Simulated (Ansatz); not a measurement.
# C2F2S: basis-set convergence

The task here is to estimate one member of a computed series from the others.

Program: Ansatz 0.2.0, Gaussian basis. Level of theory: one geometry, several basis sets. These are calculated values, not measurements.

Levels to be run: PBE0-D4/def2-SVP; ωB97M-V/def2-SVP; PBE0-D4/def2-QZVPP; ωB97M-V/def2-QZVPP; the functionals' def2-TZVPP values are taken from earlier runs.

## Structure used throughout

The geometry comes from an earlier relaxation with PBE0-D4 in a triple-zeta def2 set; it is a stationary point.

SMILES `FC1=C(F)S1`, 5 atoms, charge 0, spin multiplicity 1.

Atoms are counted from 1 here; the program's logs count them from 0.

Bond lengths: F1–C2 1.291 Å, C2–C3 1.271 Å, C2–S5 1.828 Å, C3–F4 1.291 Å, C3–S5 1.828 Å. Angles: F1–C2–C3 151.9°, F1–C2–S5 138.5°, C3–C2–S5 69.7°, C2–C3–F4 151.9°, C2–C3–S5 69.7°, F4–C3–S5 138.5°, C2–S5–C3 40.7°.

Coordinates:

```xyz
5
charge 0, multiplicity 1
F     0.4386   -0.1440    1.8486
C     0.1838    0.0822    0.6032
C    -0.1900   -0.2962   -0.5508
F    -0.6052   -1.2006   -1.3735
S     0.2228    1.4849   -0.5689
```

The first run:

File in.yaml:

```yaml
crystal:
  periodic: [false, false, false]
  atoms:
    - {symbol: F, position_ang: [0.438569, -0.144014, 1.848647]}
    - {symbol: C, position_ang: [0.183816, 0.082229, 0.603216]}
    - {symbol: C, position_ang: [-0.190029, -0.296196, -0.550806]}
    - {symbol: F, position_ang: [-0.605229, -1.200602, -1.373509]}
    - {symbol: S, position_ang: [0.222773, 1.484884, -0.568948]}
basis:
  gaussian: {orbitals: def2-SVP}
hamiltonian: {xc: pbe0, dispersion: d4}
output: {orbitals: {seedname: orbitals}}
```

Run with:

```bash
$ ansatz run in.yaml --threads 2 --pin off --events-out ev --progress --plain --max-ram 4352MiB
```

Steps of the session up to this table: PBE0-D4 in def2-SVP; ωB97M-V in def2-SVP; PBE0-D4 in def2-QZVPP; ωB97M-V in def2-QZVPP.

One of the session's tables, all rows but one given; the rest of the session is left out.

| functional | basis | HOMO (eV) |
| --- | --- | --- |
| PBE0-D4 | def2-SVP | -5.84 |
| PBE0-D4 | def2-TZVPP | -5.96 |
| PBE0-D4 | def2-QZVPP | -6.02 |
| ωB97M-V | def2-SVP | -8.02 |
| ωB97M-V | def2-TZVPP | ? |
| ωB97M-V | def2-QZVPP | -8.23 |

Estimate the missing values for ωB97M-V, def2-TZVPP.

As computed: HOMO (eV): -8.17. In the column «HOMO (eV)» it lies between ωB97M-V, def2-QZVPP (-8.23) and ωB97M-V, def2-SVP (-8.02).
